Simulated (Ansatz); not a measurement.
in.yaml

```yaml
crystal:
  periodic: [false, false, false]
  atoms:
    - {symbol: Al, position_ang: [0.000000, 0.000000, 1.246916]}
    - {symbol: Na, position_ang: [0.000000, 0.000000, -1.656035]}
    - {symbol: H, position_ang: [0.000000, 1.310474, 2.196633]}
    - {symbol: H, position_ang: [0.000000, -1.310474, 2.196633]}
basis:
  gaussian: {orbitals: cc-pVDZ}
magnetization: {spin_polarized: true, initial_magnetization: 0}
correlation: {method: ccsd_t, electrons: outside_noble_gas}
output: {forces: true}
```

```sh
$ ansatz run in.yaml --threads 1 --pin off --events-out ev --progress --plain --max-ram 2393MiB
```

The program prints:

```
433 factors; integrals over basis functions are off by at most 1.1e-3 eV
mean field evaluation 1: about -11017.4130 eV, gradient 5.3e0 eV
mean field evaluation 2: about -11017.4329 eV, gradient 5.3e0 eV
mean field evaluation 4: about -11017.8777 eV, gradient 2.5e-1 eV
mean field evaluation 8: about -11017.8794 eV, gradient 2.9e-6 eV
mean field evaluation 16: about -11017.8806 eV, gradient 6.0e-2 eV
mean field evaluation 32: about -11017.8794 eV, gradient 1.8e-3 eV
mean field evaluation 64: about -11017.8801 eV, gradient 4.3e-2 eV
mean field evaluation 96: about -11012.3940 eV, gradient 3.0e-1 eV
mean field evaluation 128: about -11015.8747 eV, gradient 6.9e-1 eV
mean field evaluation 160: about -11016.0254 eV, gradient 6.8e-1 eV
mean field evaluation 192: about -11013.8729 eV, gradient 4.3e0 eV
mean field evaluation 224: about -11014.1144 eV, gradient 2.2e0 eV
mean field evaluation 256: about -11015.1166 eV, gradient 4.5e-1 eV
mean field evaluation 288: about -11014.4223 eV, gradient 3.0e-4 eV
mean field evaluation 320: about -11016.0737 eV, gradient 7.7e-3 eV
mean field evaluation 352: about -11008.7377 eV, gradient 6.7e-4 eV
mean field evaluation 384: about -11016.0737 eV, gradient 5.0e-4 eV
mean field -11017.88078785 eV, -404.8996507656 hartree, gradient 5.8e-6 eV, S^2 0.059709; 11 other end points of the search recorded, 0 dependent functions left out
determinant -11017.88078785 eV, -404.8996507656 hartree, with singles and doubles -11020.71084456 eV, -405.0036534316 hartree
determinant -11016.07365960 eV, -404.8332400272 hartree, with singles and doubles -11018.87914021 eV, -404.9363395382 hartree
determinant -11015.82837644 eV, -404.8242260374 hartree, with singles and doubles -11018.29495592 eV, -404.9148711615 hartree
determinant -11015.12819767 eV, -404.7984949424 hartree, with singles and doubles -11017.43210806 eV, -404.8831620876 hartree
determinant -11014.42227737 eV, -404.7725528497 hartree, with singles and doubles -11016.80838231 eV, -404.8602405889 hartree
determinant -11017.87944831 eV, -404.8996015384 hartree, with singles and doubles -11020.71640884 eV, -405.0038579150 hartree
determinant -11017.88078785 eV, -404.8996507656 hartree, with singles and doubles -11020.69869164 eV, -405.0032068198 hartree
determinant -11017.87944831 eV, -404.8996015384 hartree, with singles and doubles -11020.69939226 eV, -405.0032325671 hartree
10 core orbitals not correlated: weight in the atoms' cores, before any rotation towards them, 1.000 or more for the frozen orbitals, at most 0.000 for the correlated occupied ones
reference -11017.87944831 eV, -404.8996015384 hartree; 3, 3 occupied and 33, 33 virtual orbitals, 433 factors
second order -2.11969847 eV of doubles, -0.00000000 eV of singles
cycle   1  -2.81994209 eV  change    1.9e-6 eV  update   3.9e-6
cycle   2  -2.81994113 eV  change    9.6e-7 eV  update   2.5e-6
cycle   3  -2.81994062 eV  change    5.1e-7 eV  update   1.4e-6
cycle   4  -2.81994083 eV  change   -2.2e-7 eV  update   4.9e-7
perturbative correction -0.05291515 eV, -0.0019445958 hartree
the calculation of the forces begins
Total energy: -11020.75230429 eV, -405.0051770485 hartree
Atom 0 at     0.000000     0.000000     1.246916 Å, force     0.000000     0.000000     0.067760 eV/Å
Atom 1 at     0.000000     0.000000    -1.656035 Å, force    -0.000000     0.000000    -0.123735 eV/Å
Atom 2 at     0.000000     1.310474     2.196633 Å, force     0.000000     0.037331     0.027988 eV/Å
Atom 3 at     0.000000    -1.310474     2.196633 Å, force     0.000000    -0.037331     0.027988 eV/Å
Dipole moment:     0.000000    -0.000000    -1.519296 e Å
```

Forces (eV/Å):
```
Al   0.000  0.000  0.068
Na   0.000  0.000 -0.124
H    0.000  0.037  0.028
H    0.000 -0.037  0.028
```

For the same geometry and basis full CI lies 18.7 meV lower.

Ran on 1 thread of Arm Neoverse N1, shared host: 7.5 s wall, 0.12 GiB peak host memory.
